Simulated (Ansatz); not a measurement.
in.yaml

```yaml
crystal:
  periodic: [false, false, false]
  atoms:
    - {symbol: Ga, position_ang: [0.000000, 0.000000, 0.000000]}
    - {symbol: H, position_ang: [0.000000, 0.000000, 2.376000]}
basis:
  gaussian: {orbitals: aug-cc-pVDZ}
total_charge: -1
magnetization: {spin_polarized: true, initial_magnetization: 1}
hamiltonian: {xc: {name: r2SCAN}}
```

```sh
$ ansatz run in.yaml --threads 1 --pin off --events-out ev --progress --plain --max-ram 2393MiB
```

The program prints:

```
500 factors; their error is unknown
mean field evaluation 1: about -52389.9927 eV, gradient 1.3e1 eV
mean field evaluation 2: about -52386.8084 eV, gradient 1.9e1 eV
mean field evaluation 4: about -52391.4166 eV, gradient 1.1e0 eV
mean field evaluation 8: about -52391.4270 eV, gradient 2.6e-2 eV
mean field evaluation 16: about -52391.4270 eV, gradient 5.7e-5 eV
mean field evaluation 32: about -52390.3417 eV, gradient 2.1e-5 eV
mean field -52391.42704531 eV, -1925.3494317303 hartree, gradient 5.6e-5 eV, S^2 0.756891; 9 other end points of the search recorded, 0 dependent functions left out
reference -52391.42712636 eV, -1925.3494347090 hartree; 17, 16 occupied and 28, 29 virtual orbitals, 500 factors
Total energy: -52391.42712636 eV, -1925.3494347090 hartree
```

Ran on 1 thread of Arm Neoverse V2, shared host: 7.5 s wall, 0.12 GiB peak host memory.
